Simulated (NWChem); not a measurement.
**Correlation energy of Si (-1)**

SMILES: [Si-]
```xyz
1

Si     0.0000     0.0000     0.0000
```
Charge -1, spin multiplicity 4.

The numbers come from NWChem runs, not from measurements.

Basis set: def2-SVPD. Each correlation energy counts from its own Hartree-Fock reference.

The correlated methods keep 5 core orbitals frozen. The stability of the SCF solutions was not checked. Open-shell Hartree-Fock references start from PBE0 orbitals. Coupled-cluster values serve here as a point of comparison, not as the truth.

```json
[
 {"method": "CCSD[T] on ROHF", "correlation energy (mHa)": "-80.7"},
 {"method": "UMP2", "correlation energy (mHa)": "[?]"},
 {"method": "CCSDT on ROHF", "correlation energy (mHa)": "[?]"},
 {"method": "CCSD on UHF", "correlation energy (mHa)": "-77.9"},
 {"method": "SCS-UMP2", "correlation energy (mHa)": "-58.3"},
 {"method": "CCSD[T] on UHF", "correlation energy (mHa)": "-79.9"},
 {"method": "CCSD on ROHF", "correlation energy (mHa)": "-78.4"},
 {"method": "CCSD(T) on UHF", "correlation energy (mHa)": "-79.9"},
 {"method": "CCSD(T) on ROHF", "correlation energy (mHa)": "-80.7"}
]
```

Fill in the missing entries.


- UMP2, correlation energy (mHa): -60.7
- CCSDT on ROHF, correlation energy (mHa): -81.0
